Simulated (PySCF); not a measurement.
Isomers of C4H7Cl and their computed core-level spectra.

Method: delta-SCF UKS SCAN, pcX-2 on the ionised atom, pcseg-1 elsewhere, spin-free X2C in PySCF. Geometries: PBE0-D3(BJ)/def2-SVP; isolated species, one conformer each.

Line lists (1s up to Mg, 2p3/2 beyond; areas count atoms within a level, one atom standing for each set equivalent by bonding):
1. C 1s: 290.56 (area 1), 290.68 (area 1), 291.05 (area 1), 292.28 (area 1) eV; Cl 2p3/2: 205.49 eV
2. C 1s: 290.36 (area 1), 290.85 (area 1), 291.12 (area 1), 291.71 (area 1) eV; Cl 2p3/2: 205.92 eV
3. C 1s: 290.88 (area 2), 290.92 (area 1), 292.09 (area 1) eV; Cl 2p3/2: 205.61 eV

Structures:
A. `C/C=C/CCl`
B. `C/C=C(/C)Cl`
C. `ClC1CCC1`

Question: Match each list to its structure.

Answer: 
- 1 = A: another candidate has the same counts of sites, so positions decide. C 1s: 290.56 alkene CH carbon, 290.68 alkene CH carbon, 291.05 allylic carbon, 292.28 sp3 C–Cl carbon; Cl 2p3/2: 205.49 alkyl chlorine.
- 2 = B: another candidate has the same counts of sites, so positions decide. C 1s: 290.36 alkene CH carbon, 290.85 allylic carbon, 291.12 allylic carbon, 291.71 vinylic C–Cl carbon; Cl 2p3/2: 205.92 vinyl chlorine.
- 3 = C: no other candidate has these counts of sites. C 1s: 290.88 four-membered-ring carbon (×2), 290.92 four-membered-ring carbon, 292.09 sp3 C–Cl carbon; Cl 2p3/2: 205.61 alkyl chlorine.

For 2p shells one spin-free hole was relaxed; a mean-field spin–orbit operator and the ground-state splitting of the three 2p orbitals were then diagonalised within the shell. The shell's mean is (2 × 2p3/2 + 2p1/2)/3, and the degeneracies 2j + 1 give areas of 2:1.
